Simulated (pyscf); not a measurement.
5 gas-phase steps of one pattern: four-centre exchange on the singlet surface, Cl–H + Ge–Si or Cl–H + Si–Si or F–H + Ge–Si or F–H + Si–Si broken and Cl–Si + Ge–H or Cl–Si + H–Si or F–Si + Ge–H or F–Si + H–Si formed. PySCF, gas phase, ωB97X-D3(BJ)/def2-SVP geometries. Correlated levels are frozen-core, on RHF or UHF. ΔMP2 is the change of the MP2 total energy from the triple- to the quadruple-zeta basis. Electronic energies in kJ/mol, from the separated reactants; ΔE‡ at CCSD(T)/def2-TZVPP + ΔMP2(QZVPP), beside the barrier at PBE/def2-TZVP on the same structures. Rows were drawn at random from the steps of this pattern with a verified saddle, stable references and no exit in the data more than 5 kcal/mol lower.

```tsv
row	step	ΔE‡(PBE)	ΔE‡
1	HF + F–Si:–SiH₃ [singlet] → F–Si:–F [singlet] + SiH₄	-20.6	26.3
2	H₃Si–SiH₃ + HF -> F–SiH₃ + SiH₄	117.6	?
3	H₃Si–GeH₃ + HF -> F–SiH₃ + GeH₄	120.9	163.3
4	H₃Si–SiH₃ + HCl → H₃Si–Cl + SiH₄	129.4	163.7
5	H₃Si–GeH₃ + HCl → H₃Si–Cl + GeH₄	135.7	168.6
```

Q: Fit ΔE‡ = a + b·ΔE‡(PBE) to the other rows and predict row 2.

A: Over the 4 complete rows the means are +91.3 (ΔE‡(PBE)) and 130.5 (ΔE‡); least squares gives b = 0.93 and a = 45.5 kJ/mol, with residuals of 3.3 kJ/mol (root mean square; largest 5.4, row 3). For row 2: 45.5 + 0.93 × (+117.6) = 154.9 kJ/mol. The computed barrier is 162.9 kJ/mol, 8.0 over the line. The line follows the complete rows closely. Each barrier is that of the saddle found. The CCSD(T) − MP2 part came from Ansatz, without density fitting, on the same reference. The frozen core leaves the outer d or s,p core shells of the metals and heavy elements correlated in the MP2 and CC values, and def2-TZVPP describes them poorly, which can shift differences by a few kcal/mol. Elements up to Kr have no core potential and no relativistic terms here.
